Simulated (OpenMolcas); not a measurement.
# triplet AlHCl2: a chain of runs

Wanted: the energy (UHF/STO-3G), then the energy (CASSCF(2,2)/STO-3G), then a single-point energy (CASPT2(2,2)/STO-3G), then a single-point energy (SC-NEVPT2(2,2)/STO-3G), then the energy (MRCI(2,2)/STO-3G) of triplet AlHCl2. 

Program for the calculation: OpenMolcas 26.06.

2 further runs of the same task are left out: 1 for a known fault of the program, 1 set aside as unsound or not needed.

## (1) The system as given

The species is AlHCl2 (4 atoms), meant as a triplet with charge 0. SMILES of the parent species: `[H][Al]([Cl])[Cl]`. Geometry: a GFN2-xTB relaxation, a rough one for these elements and not checked as a minimum. That shape belongs to the parent species and isn't relaxed for this state.

Bond lengths: Al1–Cl2 2.022 Å, Al1–Cl3 2.023 Å, Al1–H4 1.522 Å. Angles: Cl2–Al1–Cl3 124.1°, Cl2–Al1–H4 118.0°, Cl3–Al1–H4 117.9°.

## (2) The energy at UHF/STO-3G (run 1)

Input file step1.inp:

```
* AlCl2H Hartree-Fock

&GATEWAY
 BasLib=$CurrDir
 BasisSet
 Al.STO-3G....
 Al1 -0.047750 -0.080660 -0.000420 angstrom
 End of Basis
 BasisSet
 Cl.STO-3G....
 Cl2 1.971850 -0.182600 0.014280 angstrom
 Cl3 -1.095680 1.649890 -0.015830 angstrom
 End of Basis
 BasisSet
 H.STO-3G....
 H4 -0.828410 -1.386630 0.001980 angstrom
 End of Basis

&SEWARD

&SCF
 UHF
 Spin=3
 Scramble=0.25
 PrOrbitals=1 1
```

The basis set STO-3G is read from a file made from the Basis Set Exchange's data (not shown).

Run with:

```bash
$ export MOLCAS_MEM=1860
$ pymolcas step1.inp > step1.log
```

Log:

```text
--- Start Module: gateway ---
[...]
--- Stop Module: gateway /rc=_RC_ALL_IS_WELL_ ---
--- Start Module: seward ---
[...]
      Basis functions           28
--- Stop Module: seward /rc=_RC_ALL_IS_WELL_ ---
--- Start Module: scf ---
[...]
       Convergence after  22 Iterations
[...]
::    Total SCF energy                              -1148.6010194999
[...]
      Total spin, S                                     1.0025372656
[...]
      Total electronic charge=   48.000000
      Total            charge=   -0.000000
[...]
      Dipole Moment (debye):
      Origin of the operator (angstrom)=    0.2912    0.4875   -0.0006
                   X= -2.5470E+00               Y= -4.2649E+00               Z=  6.0161E-02           Total=  4.9679E+00
      Quadrupole Moment (debye*angstrom):
[...]
--- Stop Module: scf /rc=_RC_ALL_IS_WELL_ ---
[...]
```

It took 2 s on 1 thread of Arm Neoverse V1, shared host; peak memory 0.37 GiB.

## (3) A single-point energy at CASSCF(2,2)/STO-3G (run 2)

Input file step2.input:

```
* AlCl2H CASSCF
>>> EXPORT MOLCAS_PRINT=2

&GATEWAY
 BASLIB
 $CurrDir
 BASISSET
 Al.STO-3G....
 Al1 -0.047750 -0.080660 -0.000420 angstrom
 End of Basis
 BASISSET
 Cl.STO-3G....
 Cl2 1.971850 -0.182600 0.014280 angstrom
 Cl3 -1.095680 1.649890 -0.015830 angstrom
 End of Basis
 BASISSET
 H.STO-3G....
 H4 -0.828410 -1.386630 0.001980 angstrom
 End of Basis

&SEWARD

&RASSCF
 FILEORB
 $CurrDir/step1.UnaOrb
 SPIN
 3
 NACTEL
 2 0 0
 INACTIVE
 23
 RAS2
 2
 ORBLISTING
 Nothing
 ORBAPPEAR
 Compact
```

The basis set STO-3G is read from a file made from the Basis Set Exchange's data (not shown).

Run with:

```bash
$ export MOLCAS_MEM=1860
$ pymolcas step2.input > step2.log
```

Log:

```text
--- Start Module: gateway ---
[...]
--- Stop Module: gateway /rc=_RC_ALL_IS_WELL_ ---
--- Start Module: seward ---
[...]
      Basis functions           28
--- Stop Module: seward /rc=_RC_ALL_IS_WELL_ ---
--- Start Module: rasscf ---
[...]
      Number of active orbitals                  2
[...]
      Spin quantum number                      1.0
[...]
      Active orbitals                            2
[...]
      Number of CSFs                             1
[...]
      Number of root(s) required                 1
[...]
      Convergence after 20 iterations
[...]
      printout of CI-coefficients larger than  0.05 for root  1
      energy=   -1148.599350
      conf/sym  11     Coeff  Weight
             1  uu   1.00000 1.00000
      Natural orbitals and occupation numbers for root  1
      sym 1:   1.000000   1.000000
      ************************************************************************************************************************
      *                                                    Final results                                                     *
[...]
::    RASSCF root number  1 Total energy:  -1148.59935013
[...]
      Total electronic charge=   48.000000
      Total            charge=   -0.000000
[...]
      Dipole Moment (debye):
      Origin of the operator (angstrom)=    0.2912    0.4875   -0.0006
                   X= -2.6342E+00               Y= -4.4119E+00               Z=  9.1287E-02           Total=  5.1393E+00
      Quadrupole Moment (debye*angstrom):
[...]
--- Stop Module: rasscf /rc=_RC_ALL_IS_WELL_ ---
[...]
```

Run time: 2.1 s. Hardware: 1 thread of Arm Neoverse V1, shared host; peak memory 0.37 GiB.

## (4) A single-point energy at CASPT2(2,2)/STO-3G (run 3)

Input file step3.inp:

```
&gateway
 baslib=$CurrDir
 basisset
 Al.STO-3G....
 Al1 -0.047750 -0.080660 -0.000420 angstrom
 End of Basis
 basisset
 Cl.STO-3G....
 Cl2 1.971850 -0.182600 0.014280 angstrom
 Cl3 -1.095680 1.649890 -0.015830 angstrom
 End of Basis
 basisset
 H.STO-3G....
 H4 -0.828410 -1.386630 0.001980 angstrom
 End of Basis

&seward

&rasscf
 fileorb=$CurrDir/step2.RasOrb
 spin=3
 nactel=2 0 0
 inactive=23
 ras2=2
 orblisting=Nothing
 orbappear=Compact

&caspt2
 imaginary=0.1
 frozen=15
```

The basis set STO-3G is read from a file made from the Basis Set Exchange's data (not shown).

Run with:

```bash
$ export MOLCAS_MEM=1860
$ pymolcas step3.inp > step3.log
```

Log:

```text
--- Start Module: gateway ---
[...]
--- Stop Module: gateway /rc=_RC_ALL_IS_WELL_ ---
[...]
      Basis functions           28
[...]
--- Start Module: rasscf ---
[...]
      Number of active orbitals                  2
[...]
      Spin quantum number                      1.0
[...]
      Active orbitals                            2
[...]
      Number of CSFs                             1
[...]
      Number of root(s) required                 1
[...]
      Convergence after  4 iterations
[...]
      printout of CI-coefficients larger than  0.05 for root  1
      energy=   -1148.599350
      conf/sym  11     Coeff  Weight
             1  uu   1.00000 1.00000
      Natural orbitals and occupation numbers for root  1
      sym 1:   1.000000   1.000000
      ************************************************************************************************************************
      *                                                    Final results                                                     *
[...]
::    RASSCF root number  1 Total energy:  -1148.59935013
[...]
      Total electronic charge=   48.000000
      Total            charge=   -0.000000
[...]
      Dipole Moment (debye):
      Origin of the operator (angstrom)=    0.2912    0.4875   -0.0006
                   X= -2.6342E+00               Y= -4.4119E+00               Z=  9.1298E-02           Total=  5.1393E+00
      Quadrupole Moment (debye*angstrom):
[...]
--- Stop Module: rasscf /rc=_RC_ALL_IS_WELL_ ---
--- Start Module: caspt2 ---
[...]
      E2 (Variational):          -0.0263467402
      Total energy:           -1148.6256968685
[...]
      Reference weight:           0.98277
[...]
::    CASPT2 Root  1     Total energy:  -1148.62569687
[...]
--- Stop Module: caspt2 /rc=_RC_ALL_IS_WELL_ ---
[...]
```

Run time: 1.8 s. Hardware: 1 thread of Arm Neoverse V1, shared host; peak memory 0.37 GiB.

## (5) The energy at SC-NEVPT2(2,2)/STO-3G (run 4)

Input file step4.input:

```
* AlCl2H NEVPT2

&GATEWAY
  BasLib=$CurrDir
  BasisSet
  Al.STO-3G....
  Al1 -0.047750 -0.080660 -0.000420 angstrom
  End of Basis
  BasisSet
  Cl.STO-3G....
  Cl2 1.971850 -0.182600 0.014280 angstrom
  Cl3 -1.095680 1.649890 -0.015830 angstrom
  End of Basis
  BasisSet
  H.STO-3G....
  H4 -0.828410 -1.386630 0.001980 angstrom
  End of Basis

&SEWARD

&RASSCF
  FileOrb=$CurrDir/step2.RasOrb
  Spin=3
  Nactel=2 0 0
  Inactive=23
  Ras2=2
  OrbListing=Nothing
  OrbAppear=Compact

&CASPT2
  SC-NEVPT2
  Frozen=15
```

The basis set STO-3G is read from a file made from the Basis Set Exchange's data (not shown).

Run with:

```bash
$ export MOLCAS_MEM=1860
$ pymolcas step4.input > step4.log
```

Log:

```text
--- Start Module: gateway ---

                                              &GATEWAY

                       available to each process: 1.9 GB of memory, 1 thread

 Basis Set     1 Label: AL.STO-3G....
 Basis set is read from library:.
 basistype.tbl is not found

 Basis Set     2 Label: CL.STO-3G....
 Basis set is read from library:.
 basistype.tbl is not found

 Basis Set     3 Label: H.STO-3G....
 Basis set is read from library:.
 basistype.tbl is not found

++    Symmetry information:
      ---------------------

[... 216 lines left out ...]
      Note: transformation to natural orbitals
[... 7 lines left out ...]
      Natural orbitals and occupation numbers for root  1
[... 20 lines left out ...]
      Final state energy(ies):
[... 60 lines left out ...]
      Natural orbitals for root   1 are written to the RASORB.1 file
[... 75 lines left out ...]
 Compute H0 matrices for state    1
[... 14 lines left out ...]
--- Stop Module: caspt2 /rc=-6 ---

.########################.
.# Non-zero return code #.
.########################.

    Timing: Wall=1.60 User=1.19 System=0.40
```

Wall time 1.9 s (1 thread of Arm Neoverse V1, shared host); peak memory 0.37 GiB.

The job broke off with an error.

## (6) A single-point energy at MRCI(2,2)/STO-3G (run 5)

Input file step5.input:

```
* AlCl2H MRCI
>>> EXPORT MOLCAS_PRINT=2
&GATEWAY
BasLib
$CurrDir
BasisSet
Al.STO-3G....
Al1 -0.047750 -0.080660 -0.000420 angstrom
End of Basis
BasisSet
Cl.STO-3G....
Cl2 1.971850 -0.182600 0.014280 angstrom
Cl3 -1.095680 1.649890 -0.015830 angstrom
End of Basis
BasisSet
H.STO-3G....
H4 -0.828410 -1.386630 0.001980 angstrom
End of Basis
&SEWARD
&RASSCF
FileOrb
$CurrDir/step2.RasOrb
Spin
3
Nactel
2 0 0
Inactive
23
Ras2
2
OrbListing
Nothing
OrbAppear
Compact
&MOTRA
LumOrb
Frozen
15
&GUGA
Electrons
18
Spin
3
Inactive
8
Active
2
CIAll
1
&MRCI
SDCI
```

The basis set STO-3G is read from a file made from the Basis Set Exchange's data (not shown).

Run with:

```bash
$ export MOLCAS_MEM=1860
$ pymolcas step5.input > step5.log
```

Log:

```text
--- Start Module: gateway ---
[...]
--- Stop Module: gateway /rc=_RC_ALL_IS_WELL_ ---
[...]
      Basis functions           28
[...]
      Number of active orbitals                  2
[...]
      Spin quantum number                      1.0
[...]
      Active orbitals                            2
[...]
      Number of CSFs                             1
[...]
      Number of root(s) required                 1
[...]
      Convergence after  4 iterations
[...]
      printout of CI-coefficients larger than  0.05 for root  1
      energy=   -1148.599350
      conf/sym  11     Coeff  Weight
             1  uu   1.00000 1.00000
      Natural orbitals and occupation numbers for root  1
      sym 1:   1.000000   1.000000
      ************************************************************************************************************************
      *                                                    Final results                                                     *
[...]
::    RASSCF root number  1 Total energy:  -1148.59935013
[...]
      Dipole Moment (debye):
      Origin of the operator (angstrom)=    0.2912    0.4875   -0.0006
                   X= -2.6342E+00               Y= -4.4119E+00               Z=  9.1298E-02           Total=  5.1393E+00
      Quadrupole Moment (debye*angstrom):
[...]
--- Start Module: guga ---
[...]
--- Stop Module: guga /rc=_RC_ALL_IS_WELL_ ---
--- Start Module: mrci ---
[...]
       (But an ACPF correction will be computed)
       USE THE DEFAULT ACPF G-VALUE GFAC=  0.11111111111111110
[...]
                      CI ENERGY: -1148.64231906
[...]
                ACPF CORRECTION:    -0.00483317
[...]
      Total electronic charge=   48.000000
      Total            charge=   -0.000000
[...]
     ACPF CORRECTION:     -0.00483317
[...]
  CI State   1     Total energy:  -1148.64231906     QDav:     -0.00551485     QACPF:     -0.00483317
[...]
```

Run time: 2 s. Hardware: 1 thread of Arm Neoverse V1, shared host; peak memory 0.37 GiB.

## (7) What came out

| quantity | value |
| --- | --- |
| run 1, UHF/STO-3G: total energy | -1148.60102 Eh |
| run 1, UHF/STO-3G: dipole moment | 4.97 D |
| run 1, UHF/STO-3G: HOMO energy (highest over α and β) | -1.97 eV |
| run 1, UHF/STO-3G: LUMO energy (lowest over α and β) | -1.95 eV |
| run 1, UHF/STO-3G: ⟨S²⟩ | 2.008 |
| run 2, CASSCF(2,2)/STO-3G: total energy | -1148.59935 Eh |
| run 2, CASSCF(2,2)/STO-3G: dipole moment (CASSCF density) | 5.14 D |
| run 3, CASPT2(2,2)/STO-3G: total energy | -1148.62570 Eh |
| run 3, CASPT2(2,2)/STO-3G: dipole moment (CASSCF density) | 5.14 D |
| run 5, MRCI(2,2)/STO-3G: total energy | -1148.64232 Eh |
| run 5, MRCI(2,2)/STO-3G: dipole moment (CASSCF density) | 5.14 D |
| run 4, SC-NEVPT2(2,2)/STO-3G | no result (crashed) |

In words: Mulliken charges (run 1, UHF/STO-3G) run from -0.41 on Cl2 to +0.71 on Al1; they depend strongly on the basis. Mulliken charges (run 2, CASSCF(2,2)/STO-3G) run from -0.42 on Cl2 to +0.71 on Al1. Mulliken charges (run 3, CASPT2(2,2)/STO-3G) of the CASSCF density run from -0.42 on Cl2 to +0.71 on Al1. Mulliken charges (run 5, MRCI(2,2)/STO-3G) of the CASSCF density run from -0.42 on Cl2 to +0.71 on Al1. 1 of the 5 runs did not end normally.
